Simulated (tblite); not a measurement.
Here is a computed GFN2-xTB geometry (Å):
```
C 
C   1  1.5113
F   2  1.3754  1  109.27
C   2  1.5146  1  117.50  3  -132.90
C   4  1.3206  2   97.11  1  -115.98
C   5  1.5189  4   91.92  2    -1.95
H   1  1.0885  2  109.73  3   -60.69
H   1  1.0878  2  109.41  3    58.56
H   1  1.0861  2  109.96  3   178.56
H   5  1.0700  4  136.55  2   177.95
H   6  1.0892  2  113.90  1    -0.39
H   6  1.0886  2  112.48  1  -128.66
```
Z-matrix in Å and degrees, rows numbered from 1.

Doublet state.

(1) Which heavy atoms are bonded, and with what formal order?

(2) Give the structure as a SMILES string.

(3) Which rings does it hold (smallest set)?

(4) Classify the heavy atoms.

(5) What is the arrangement about C6?

(6) What is the arrangement about C5?

Results:

(1) C1–C2 (single); C2–F3 (single); C2–C4 (single); C4–C5 (double); C5–C6 (single); C2–C6 (single). Hydrogens: H7, H8, H9 on C1; H10 on C5; H11, H12 on C6. The orders are those of one drawing; other resonance forms can be drawn.

(2) `C[C@]1(F)[C]=CC1`, C5H6F.

(3) C2–C4–C5–C6 (4 members, 0.01 Å rms from planarity).

(4) C1: carbon bonded to C and 3 H; C2: carbon bonded to 3 C and F; F3: fluorine bonded to C; C4: carbon bonded to 2 C; C5: carbon bonded to 2 C and H; C6: carbon bonded to 2 C and 2 H.

(5) It has 4 neighbours (C5, C2, H11, H12) and has angles from 87.5° to 115.1°.

(6) It has 3 neighbours (C4, C6, H10) and is planar (angles 136.6°, 131.5° and 91.9°, sum 360.0°, 0.00 Å off the plane of its three neighbours).
